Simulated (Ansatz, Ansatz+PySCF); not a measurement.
Two shapes of doublet C₂H₆(+).

Shape 1:

```xyz
8

C     0.0000    0.1216   -0.7070
C     0.0000   -0.1216    0.7070
H     0.0000    1.1494   -1.0532
H     0.7672   -0.5140   -1.2611
H    -0.7672   -0.5140   -1.2611
H     0.0000   -1.1494    1.0532
H     0.7672    0.5140    1.2611
H    -0.7672    0.5140    1.2611
```

Shape 2:

```xyz
8

C     0.0000    0.1216   -0.7070
C     0.0000   -0.1216    0.7070
H     0.0000    1.1494   -1.0532
H     0.7336   -0.4861   -1.2368
H    -0.7336   -0.4861   -1.2368
H     0.0000   -1.1494    1.0532
H     0.7336    0.4861    1.2368
H    -0.7336    0.4861    1.2368
```

Basis set: cc-pVTZ (spherical functions). Charge 1, multiplicity 2.

Computed with Ansatz (development build ahead of 0.2.0); each method stands on the lowest determinant of its kind that the runs found.

(1) Which shape is lower in energy, and by how much in each method?

Answers

(1)

| method | E(2) − E(1) (eV) |
| --- | --- |
| ROHF | 0.120 |
| UHF | 0.124 |

Shape 1 is lower.
